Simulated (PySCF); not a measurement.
Species: HPO.
InChI=1S/HOP/c1-2/h2H

Computed, not measured: PySCF 2.14.0, density-fitted response routines, TDDFT wB97X-D/def2-SVPD, vertical, gas phase, core orbitals frozen in the response. Isolated species at its PBE0-D3(BJ)/def2-SVP geometry, gas phase.

Computed states:

```tsv
state	E (eV)	f
S1	2.38	0.0029
S2	5.50	0.0083
S3	6.36	0.0092
S4	6.75	0.0000
S5	7.01	0.091
S6	7.51	0.171
S7	8.86	0.060
S8	9.56	0.0028
S9	9.75	0.083
S10	9.84	0.142
```

Broadening: Gaussians 0.5 eV wide at half height, area fixed by f = 4.319×10⁻⁹ ∫ε dν̃. The cross-section is σ = 3.8235×10⁻²¹ ε cm², given in Mb (10⁻¹⁸ cm²). The width is an assumption, not a result. The curve ends short of the highest state used, and states not computed would add to its high-energy end.

(1) What does the envelope look like, and where are its maxima?

(2) Does any computed singlet lie in the visible range?

(3) Coming from long wavelengths, where does ε first pass 100 L mol⁻¹ cm⁻¹?

(4) On this curve, what absorbance would a 10⁻⁵ mol/L sample give at 222 nm over a 1 cm path?

## Answers

(1) 
```tsv
E (eV)	σ (Mb)
1.63	0.00
1.85	0.03
2.07	0.21
2.28	0.54
2.50	0.51
2.72	0.17
2.94	0.02
3.15	0.00
3.37	0.00
3.59	0.00
3.81	0.00
4.02	0.00
4.24	0.00
4.46	0.00
4.67	0.00
4.89	0.03
5.11	0.32
5.33	1.25
5.54	1.68
5.76	0.83
5.98	0.52
6.20	1.45
6.41	2.17
6.63	4.49
6.85	14.34
7.07	22.17
7.28	27.79
7.50	36.49
7.72	22.07
7.94	4.71
8.15	0.45
8.37	0.90
8.59	5.61
8.81	12.14
9.02	9.40
9.24	4.12
```

Maxima: 520 nm (2.38 eV), ε about 160, made up of S1 (100%); 225 nm (5.50 eV), ε about 450, made up of S2 (100%); 165 nm (7.49 eV), ε about 9500, made up of S6 (96%); 140 nm (8.86 eV), ε about 3300, made up of S7 (100%) (ε in L mol⁻¹ cm⁻¹; maxima over ε = 5, shares over 10%).

(2) S1 lies in the visible range (380 to 750 nm), at 521 nm, f = 0.0029; light of that wavelength is green, and its complementary colour is purple.

(3) At about 568 nm (2.18 eV), 0.20 eV below S1.

(4) 222 nm is 5.585 eV, where ε is about 410 L mol⁻¹ cm⁻¹, so A = ε c l ≈ 0.0041 (Beer–Lambert, with the gas-phase spectrum and the assumed width).

All these states lie below the vertical ionisation energy of 10.40 eV (ΔSCF).

Hardware: one thread of an Arm Neoverse N1, shared host. Cost: 5.6 s wall.
